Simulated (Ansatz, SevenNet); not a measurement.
**Cohesive energy of hcp Cd: levels of theory against measurement**

Reference value: 1.18 eV/atom (measured, finite-temperature (and zero-point) corrections as in the cited sets; as tabulated in Jana et al. (2018), arXiv:1807.00350).

```tsv
level (code)	value (eV/atom)	cell (Å³/atom)	error (eV/atom)
SevenNet-l3i5 (SevenNet)	0.85	23.05	-0.33
LDA (Ansatz)	1.52	20.06	+0.34
PBE (Ansatz)	0.75	22.89	-0.43
PBEsol (Ansatz)	1.20	21.02	+0.02
r²SCAN (Ansatz)	1.07	21.98	-0.11
PBE0 (Ansatz)	0.87	22.41	-0.31
```

Leaving aside SevenNet-l3i5, which can be fitted to such values or carry a doubt: Of these levels PBEsol (+0.02 eV/atom) comes nearest. Farthest off: PBE (-0.43 eV/atom). Of these only PBEsol lands within 0.1 eV/atom.

SevenNet-l3i5: free atoms can lie outside what these potentials were trained on. Each level is taken at its own relaxed cell. Cutoffs and k meshes differ between the levels. Ansatz's density-functional and Hartree–Fock values are scalar-relativistic unless marked +SOC, with PAW data made under PBE.

Machine-learned potentials (SevenNet-l3i5) are trained on DFT data, which may include these solids.

Differences are worked out from the printed values.

Ansatz is a program for electronic structure.
